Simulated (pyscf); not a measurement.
SnH₂ [singlet] + ammonia (NH₃) → HN=SnH₂ + hydrogen (H₂), a concerted two-bond exchange (singlet surface; H–N, H–N broken, N–Sn, H–H formed). Single points on ωB97X-D3(BJ)/def2-SVP structures (PySCF, gas phase). Energies in kJ/mol from the separated reactants.

Small-basis levels: PySCF, no dispersion term, spherical d functions. AM1 to PM7: differences of heats of formation from MOPAC, which are fitted to 298 K values and so differ in kind from electronic energies by zero-point and thermal terms. GFN2-xTB: tblite. 

```json
[
 {"level": "HF/6-31G*+LANL2DZ", "barrier": "446.7", "reaction energy": "+263.8"},
 {"level": "SVWN5/6-31G*+LANL2DZ", "barrier": "212.0", "reaction energy": "+154.0"},
 {"level": "BP86/6-31G*+LANL2DZ", "barrier": "240.5", "reaction energy": "+139.2"},
 {"level": "B3LYP/6-311+G**+LANL2DZ", "barrier": "293.9", "reaction energy": "+173.8"},
 {"level": "PBE/def2-SVP", "barrier": "252.4", "reaction energy": "+180.3"},
 {"level": "B3LYP/def2-SVP", "barrier": "305.0", "reaction energy": "+208.8"},
 {"level": "GFN2-xTB", "barrier": "319.0", "reaction energy": "+248.3"},
 {"level": "AM1", "barrier": "359.6", "reaction energy": "+319.5"},
 {"level": "PM3", "barrier": "210.1", "reaction energy": "+40.5"},
 {"level": "ωB97M-D3(BJ)/def2-TZVP", "barrier": "347.3", "reaction energy": "+200.8"}
]
```

Against the last row the barrier runs from -137.3 (PM3) to +99.4 kJ/mol (HF/6-31G*+LANL2DZ). ωB97M-D3(BJ)/def2-TZVP has limits of its own. On the reactant side the descent ends in an adduct with a N–Sn contact, 102.6 kJ/mol under the separated species and 446.7 kJ/mol under the saddle at ωB97X-D3(BJ)/def2-TZVP. What is counted as formed (N–Sn) is already present as a longer contact in the reactant adduct; forming that adduct is a step of its own. The same reactants have a lower exit, to H₂N–SnH: [singlet] + H₂ (barrier +57.2 kJ/mol at ωB97M-D3(BJ)/def2-TZVP, against +347.3 kJ/mol here). HN=SnH₂ lies 236.0 kJ/mol over its isomer H₂N–SnH: [singlet] (electronic energy, ωB97M-D3(BJ)/def2-TZVP). One saddle was located; it need not be the lowest between these sides. One closed-shell reference is unstable to symmetry breaking; treat the single-reference values with care. In the def2 sets elements past Kr carry core potentials, without spin-orbit coupling.
